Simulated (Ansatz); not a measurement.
System: 1T (CdI2-type) SnSe₂. Method: r²SCAN-D4 (Ansatz, a quantum-chemistry and plane-wave program, plane waves, PAW).

Total energies, extrapolated to zero smearing (they compare only within this program, potentials and cutoff):

```csv
system,energy (eV/atom)
"1T (CdI2-type) SnSe₂, relaxed",-5665.5225
white tin (β-Sn),-6038.6535
trigonal Se,-5478.2511
```

Problem. Work out the formation enthalpy per atom.

Solution. ΔH_f ≈ ΔE = -5665.5225 − [1 × (-6038.6535) + 2 × (-5478.2511)]/3 = -0.471 eV/atom (0 K, no vibrations). The reference value is -0.43 eV/atom (measured, 298 K, not corrected to a static lattice; as tabulated in Zhang et al. (2018), doi:10.1038/s41524-018-0065-z), a difference of -0.041 eV/atom.

Spin–orbit coupling is left out; its size isn't shown.

The PAW data were made under PBE.
